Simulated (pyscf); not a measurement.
`[OH][SiH]([F])[F]` + `[FH]` + `[FH]` → `[F][SiH]([F])[F]` + `[OH2]` + `[FH]` (multi-bond step; singlet surface; O–Si, F–H, F–H broken, F–Si, H–O, F–H formed). Single points on ωB97X-D3(BJ)/def2-SVP structures (PySCF, gas phase). Energies in kcal/mol from the separated reactants.

| level | barrier | reaction energy |
|---|---|---|
| ωB97X-D3(BJ)/def2-TZVP | … | -8.0 |
| r²SCAN/def2-TZVP | -6.1 | -8.9 |
| B3LYP-D3(BJ)/def2-TZVP | -1.0 | -8.5 |
| PBE0-D3(BJ)/def2-TZVP | -3.1 | -7.8 |
| ωB97M-D3(BJ)/def2-TZVP | … | … |
| HF/def2-TZVP | 22.2 | -8.8 |

Problem. What belongs in the gaps?

Solution. 
- ωB97X-D3(BJ)/def2-TZVP, barrier: 0.0
- ωB97M-D3(BJ)/def2-TZVP, barrier: -0.4
- ωB97M-D3(BJ)/def2-TZVP, reaction energy: -8.3

On the reactant side the descent ends in a bound adduct, 11.8 kcal/mol under the separated species and 11.8 kcal/mol under the saddle at ωB97X-D3(BJ)/def2-TZVP. On the product side the descent ends in a bound adduct (not fully relaxed), 11.9 kcal/mol under the separated species and 19.9 kcal/mol under the saddle at ωB97X-D3(BJ)/def2-TZVP. At r²SCAN, B3LYP-D3(BJ), PBE0-D3(BJ), ωB97M-D3(BJ) the saddle lies under the separated reactants, which points to a path from their complex (located at ωB97X-D3(BJ) alone). This is the saddle that the search found; another between the same sides may lie lower.
